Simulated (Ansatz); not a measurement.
# H2Cl+ (singlet): from Hartree-Fock to the top rungs at distance Cl1–H2 = 1.198 Å, 6-31G

Aim: climb from Hartree-Fock through coupled cluster and multireference methods for H2Cl+ (singlet) at one geometry and basis, and see what each rung misses.

Method: 6-31G, core rule «outside noble gas», up to 5 orbitals frozen; program: Ansatz 0.2.0, Gaussian basis.

The runs, in order: UHF; CCSD(T) on RHF; BCCD(T) on RHF; CISD; CCSDT(Q) on RHF; CISDTQ; CCSDTQ on RHF; CASSCF and MRCISD+Q, 2 electrons in 2 orbitals; CASSCF and NEVPT2, 2 electrons in 2 orbitals; CASSCF and MRCISD+Q, 8 electrons in 6 orbitals; CASSCF and MRCISD+Q(relaxed), 8 electrons in 6 orbitals; CASSCF and NEVPT2, 8 electrons in 6 orbitals; Full CI.

14 further runs of the same task are left out: 9 that didn't finish, 5 set aside as unsound or not needed. Runs told in other sessions of the task aren't counted.

### 1 The system

The geometry derives from a PBE0/def2-TZVP stationary point (not a proven minimum). One bond is set to the value named and the two fragments are kept rigid.

3 atoms, charge 1, spin multiplicity 1.

Atoms are counted from 1 here; the program's logs count them from 0.

Bond lengths: Cl1–H2 1.198 Å, Cl1–H3 1.310 Å. Angles: H2–Cl1–H3 94.6°.

### 2 UHF

Contents of in.yaml:

```yaml
crystal:
  periodic: [false, false, false]
  atoms:
    - {symbol: Cl, position_ang: [0.000000, -0.045775, -0.002219]}
    - {symbol: H, position_ang: [0.000000, 0.766950, -0.882379]}
    - {symbol: H, position_ang: [0.000000, 0.843126, 0.960437]}
basis:
  gaussian: {orbitals: 6-31G}
total_charge: 1
magnetization: {spin_polarized: true, initial_magnetization: 0}
hamiltonian: {xc: hf}
output: {orbitals: {seedname: orbitals}}
```

Command:

```
> ansatz run in.yaml --threads 1 --pin off --events-out ev --progress --plain --max-ram 2393MiB
```

Further steps of the session: CCSD(T) on RHF; BCCD(T) on RHF; CISD; CCSDT(Q) on RHF; CISDTQ; CCSDTQ on RHF; CASSCF and MRCISD+Q, 2 electrons in 2 orbitals; CASSCF and NEVPT2, 2 electrons in 2 orbitals; CASSCF and MRCISD+Q, 8 electrons in 6 orbitals; CASSCF and MRCISD+Q(relaxed), 8 electrons in 6 orbitals; CASSCF and NEVPT2, 8 electrons in 6 orbitals; Full CI.

Q: Predict the results of all the runs planned. Wanted: FCI from the RHF energy; RMP2 from FCI; RCCSD from FCI; RCCSD(T) from FCI; RCCSDT(Q) from FCI; NEVPT2 pair from FCI; MRCISD+Q pair from FCI; NEVPT2 valence from FCI; T1 diagnostic.

As calculated:

| quantity | value |
| --- | --- |
| FCI from the RHF energy | -1.7997 eV |
| RMP2 from FCI | +34.0 kJ/mol |
| RCCSD from FCI | +1.5 kJ/mol |
| RCCSD(T) from FCI | +0.3 kJ/mol |
| RCCSDT(Q) from FCI | 0.0 kJ/mol |
| NEVPT2 pair from FCI | +22.5 kJ/mol |
| MRCISD+Q pair from FCI | +0.3 kJ/mol |
| NEVPT2 valence from FCI | +16.5 kJ/mol |
| levels within 1 kcal/mol (43 meV) | RCCSD, RCCSD(T), BCCD(T), RCCSDT, CISDTQ, RCCSDT(Q), RCCSDTQ, MRCISD pair, MRCISD+Q pair, MRCISD valence, MRCISD+Q valence, MRCISD+Q(relaxed) valence |
| T1 diagnostic | 0.007 |
| effectively unpaired electrons | 0.01 |

In words: RCCSD(T) misses by +0.3 kJ/mol, 0.2 % of the correlation energy. One determinant dominates. Of the multireference levels listed MRCISD+Q pair comes nearest in total energy (+0.3 kJ/mol), which doesn't show that its space is the better one. These misses are within one basis, not against nature.
